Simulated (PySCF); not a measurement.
Simulated outer-valence photoelectron spectrum of `C(F)C=S`. Method used: EOM-IP-CCSD/aug-cc-pVDZ in PySCF, restricted Hartree–Fock reference, 8 core orbitals frozen, non-relativistic, gas phase, PBE0-D3(BJ)/def2-SVP geometry.

Each root has a Gaussian of 0.3 eV full width with its one-hole share as area; cross sections and vibrations are left out, and the highest printed point is 100.

| ionisation energy (eV) | intensity |
| --- | --- |
| 8.8 | 0 |
| 9.0 | 10 |
| 9.2 | 63 |
| 9.4 | 32 |
| 9.6 | 1 |
| 9.8 | 0 |
| 10.0 | 0 |
| 10.2 | 0 |
| 10.4 | 0 |
| 10.6 | 0 |
| 10.8 | 0 |
| 11.0 | 2 |
| 11.2 | 37 |
| 11.4 | 60 |
| 11.6 | 8 |
| 11.8 | 0 |
| 12.0 | 0 |
| 12.2 | 0 |
| 12.4 | 0 |
| 12.6 | 0 |
| 12.8 | 0 |
| 13.0 | 7 |
| 13.2 | 56 |
| 13.4 | 43 |
| 13.6 | 40 |
| 13.8 | 59 |
| 14.0 | 14 |
| 14.2 | 55 |
| 14.4 | 41 |
| 14.6 | 3 |
| 14.8 | 0 |
| 15.0 | 0 |
| 15.2 | 0 |
| 15.4 | 0 |
| 15.6 | 0 |
| 15.8 | 0 |
| 16.0 | 4 |
| 16.2 | 48 |
| 16.4 | 46 |
| 16.6 | 4 |
| 16.8 | 0 |
| 17.0 | 0 |
| 17.2 | 0 |
| 17.4 | 9 |
| 17.6 | 78 |
| 17.8 | 100 |
| 18.0 | 20 |
| 18.2 | 0 |

Q: Where are the maxima, and how many lines lie under the curve?

A: 7 maxima, at 9.2, 11.3, 13.3, 13.7, 14.3, 16.3 and 17.7 eV, from 8 lines. At this width some lines have no maximum of their own.

Q: List the lines with their holes.

A: 
```json
{"E (eV)": "9.25", "leading hole (HF orbital)": "HOMO", "area": "0.95", "Koopmans (eV)": "9.78"}
{"E (eV)": "11.34", "leading hole (HF orbital)": "HOMO-1", "area": "0.96", "Koopmans (eV)": "11.22"}
{"E (eV)": "13.27", "leading hole (HF orbital)": "HOMO-2", "area": "0.95", "Koopmans (eV)": "14.69"}
{"E (eV)": "13.74", "leading hole (HF orbital)": "HOMO-3", "area": "0.95", "Koopmans (eV)": "15.39"}
{"E (eV)": "14.28", "leading hole (HF orbital)": "HOMO-4", "area": "0.94", "Koopmans (eV)": "15.80"}
{"E (eV)": "16.30", "leading hole (HF orbital)": "HOMO-5", "area": "0.91", "Koopmans (eV)": "18.72"}
{"E (eV)": "17.66", "leading hole (HF orbital)": "HOMO-7", "area": "0.93", "Koopmans (eV)": "19.93"}
{"E (eV)": "17.80", "leading hole (HF orbital)": "HOMO-6", "area": "0.93", "Koopmans (eV)": "19.69"}
```

The widest gap, 2.09 eV, lies between 9.25 and 11.34 eV. Only orbitals with −ε under 21 eV, eight at most, were ionised, so the high end of the curve may lack lines.

Hardware: an Arm Neoverse V1 with one thread, shared host. Cost: 13 min of wall time, 1.9 GiB resident at most.

The values belong to the conformer `[F:1][CH2:2][CH:3]=[S:4]`: F1–C2–C3–S4 171°.
